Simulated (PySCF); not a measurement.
The calculation used core-valence-separated Tamm–Dancoff BHandHLYP/aug-pcX-1 (pcseg-1 on H) in PySCF, non-relativistic, gas phase, PBE0-D3(BJ)/def2-SVP geometry. No empirical shift is added; at this level the pattern usually sits a few eV under experiment.

Main lines of an unknown, eV (oscillator strength): C K: 284.3 (0.063), 284.5 (0.072), 286.7 (0.016), 287.1 (0.018), 287.4 (0.032); N K: 397.5 (0.058), 397.9 (0.058), 400.2 (0.044), 402.2 (0.025), 402.5 (0.008). Listed: the first five lines at most of each edge with a tenth or more of its strongest line's intensity; roots within 0.03 eV on the same or equivalent atoms are summed. Only the lowest roots were sought, and the top ones are left out.

Question: Which candidate gives them?
A. `n1cn(C)cn1`
B. `Cn1nccn1`
C. `CN1C=NC=N1`

Answer: C. 

- `Cn1cncn1`: C K: 284.3 (0.063), 284.5 (0.072), 286.7 (0.016), 287.1 (0.018), 287.4 (0.032); N K: 397.5 (0.058), 397.9 (0.058), 400.2 (0.044), 402.2 (0.025), 402.5 (0.008). First C line listed at 284.3 eV, hole on the aromatic CH next to a ring nitrogen (1s→π*); first N line listed at 397.5 eV, hole on the pyridine-type nitrogen.
- `Cn1nccn1`: C K: 284.0 (0.029), 284.1 (0.093), 286.6 (0.034), 286.7 (0.011), 286.8 (0.014); N K: 397.6 (0.122), 400.3 (0.046), 403.0 (0.024), 403.3 (0.028). First C line listed at 284.0 eV, hole on the aromatic CH next to a ring nitrogen (1s→π*); first N line listed at 397.6 eV, hole on the pyridine-type nitrogen.
- `Cn1cnnc1`: C K: 284.5 (0.130), 286.8 (0.014), 287.2 (0.026), 287.3 (0.038), 287.4 (0.038); N K: 397.5 (0.032), 397.6 (0.093), 400.1 (0.041), 401.9 (0.010), 402.4 (0.020). First C line listed at 284.5 eV, hole on the aromatic CH next to a ring nitrogen; first N line listed at 397.5 eV, hole on the pyridine-type nitrogen.

One conformer each; other structures than these candidates weren't tested.
